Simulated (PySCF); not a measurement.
Fulvene, C₆H₆.
SMILES with atom numbers: `[CH2:1]=[C:2]1[CH:3]=[CH:4][CH:5]=[CH:6]1` (hydrogens: H7, H8 on C1; H9 on C3; H10 on C4; H11 on C5; H12 on C6)

The same species was optimised twice, with GFN2-xTB and with PBE0-D3(BJ)/def2-SVP (PySCF), and the same property calculations (PySCF, gas phase) were run on both structures.

```json
{"coordinate": "C4–C5 (Å)", "GFN2-xTB": "1.457", "PBE0-D3(BJ)/def2-SVP": "1.470", "change": "+0.013"}
{"coordinate": "C5=C6 (Å)", "GFN2-xTB": "1.343", "PBE0-D3(BJ)/def2-SVP": "1.354", "change": "+0.011"}
{"coordinate": "C3=C4 (Å)", "GFN2-xTB": "1.343", "PBE0-D3(BJ)/def2-SVP": "1.354", "change": "+0.011"}
{"coordinate": "C1=C2 (Å)", "GFN2-xTB": "1.334", "PBE0-D3(BJ)/def2-SVP": "1.345", "change": "+0.011"}
{"coordinate": "C2–C6 (Å)", "GFN2-xTB": "1.463", "PBE0-D3(BJ)/def2-SVP": "1.470", "change": "+0.007"}
{"coordinate": "C2–C3 (Å)", "GFN2-xTB": "1.463", "PBE0-D3(BJ)/def2-SVP": "1.470", "change": "+0.007"}
{"coordinate": "C3–C2–C6 (°)", "GFN2-xTB": "105.7", "PBE0-D3(BJ)/def2-SVP": "106.5", "change": "+0.8"}
{"coordinate": "C2–C6–C5 (°)", "GFN2-xTB": "108.1", "PBE0-D3(BJ)/def2-SVP": "107.7", "change": "-0.4"}
{"coordinate": "C2–C3–C4 (°)", "GFN2-xTB": "108.1", "PBE0-D3(BJ)/def2-SVP": "107.7", "change": "-0.4"}
{"coordinate": "C1–C2–C3 (°)", "GFN2-xTB": "127.2", "PBE0-D3(BJ)/def2-SVP": "126.8", "change": "-0.4"}
{"coordinate": "C1–C2–C6 (°)", "GFN2-xTB": "127.1", "PBE0-D3(BJ)/def2-SVP": "126.8", "change": "-0.3"}
{"coordinate": "C4–C5–C6 (°)", "GFN2-xTB": "109.0", "PBE0-D3(BJ)/def2-SVP": "109.1", "change": "+0.1"}
{"coordinate": "C3–C4–C5 (°)", "GFN2-xTB": "109.0", "PBE0-D3(BJ)/def2-SVP": "109.0", "change": "0.0"}
```

Rotational constants: A = 8392, B = 3846, C = 2637 MHz (GFN2-xTB) against A = 8211, B = 3811, C = 2603 MHz (PBE0-D3(BJ)/def2-SVP). Point groups within 0.08 Å: C2v and C2v.

On the GFN2-xTB structure: lowest singlet, TDDFT (eV) 3.34 [PBE0/def2-SVPD]; lowest triplet, Tamm–Dancoff (eV) 2.23 [PBE0/def2-SVPD]; isotropic polarisability (au) 70.1 [PBE0/def2-SVPD]; HOMO (eV) -6.40 [PBE0/def2-SVPD]; LUMO (eV) -1.96 [PBE0/def2-SVPD]; dipole (D) 0.64 [PBE0/def2-SVPD]; HOMO (eV) -6.40 [PBE0/pcSseg-1]; LUMO (eV) -1.93 [PBE0/pcSseg-1]; dipole (D) 0.69 [PBE0/pcSseg-1]; GIAO shielding of C1 (ppm) 53.7 [PBE0/pcSseg-1]; GIAO shielding of C2 (ppm) 26.9 [PBE0/pcSseg-1]; GIAO shielding of C3/C6 (mean) (ppm) 56.3 [PBE0/pcSseg-1]; GIAO shielding of C4/C5 (mean) (ppm) 46.0 [PBE0/pcSseg-1].

Q: What do these properties become on the PBE0-D3(BJ)/def2-SVP structure?

A: 
```csv
property,level,on GFN2-xTB,on PBE0-D3(BJ)/def2-SVP,change
"lowest singlet, TDDFT (eV)",PBE0/def2-SVPD,3.34,3.31,-0.03
"lowest triplet, Tamm–Dancoff (eV)",PBE0/def2-SVPD,2.23,2.20,-0.03
isotropic polarisability (au),PBE0/def2-SVPD,70.1,71.7,+1.6
HOMO (eV),PBE0/def2-SVPD,-6.40,-6.40,0.00
LUMO (eV),PBE0/def2-SVPD,-1.96,-1.99,-0.03
dipole (D),PBE0/def2-SVPD,0.64,0.64,0.00
"energy, GFN2-xTB geometry as zero (kcal/mol)",PBE0/def2-SVPD,0.0,-1.0,-1.0
HOMO (eV),PBE0/pcSseg-1,-6.40,-6.39,+0.01
LUMO (eV),PBE0/pcSseg-1,-1.93,-1.96,-0.03
dipole (D),PBE0/pcSseg-1,0.69,0.69,0.00
"energy, GFN2-xTB geometry as zero (kcal/mol)",PBE0/pcSseg-1,0.0,-0.4,-0.4
GIAO shielding of C1 (ppm),PBE0/pcSseg-1,53.7,50.7,-3.0
GIAO shielding of C2 (ppm),PBE0/pcSseg-1,26.9,24.9,-2.0
GIAO shielding of C3/C6 (mean) (ppm),PBE0/pcSseg-1,56.3,53.8,-2.5
GIAO shielding of C4/C5 (mean) (ppm),PBE0/pcSseg-1,46.0,43.0,-3.0
```

The heavy atoms differ by 0.010 Å rms after alignment. Among bonds between heavy atoms C4–C5 changes most (+0.013 Å). Changes are differences of the printed values. Neither structure is proved a minimum here.
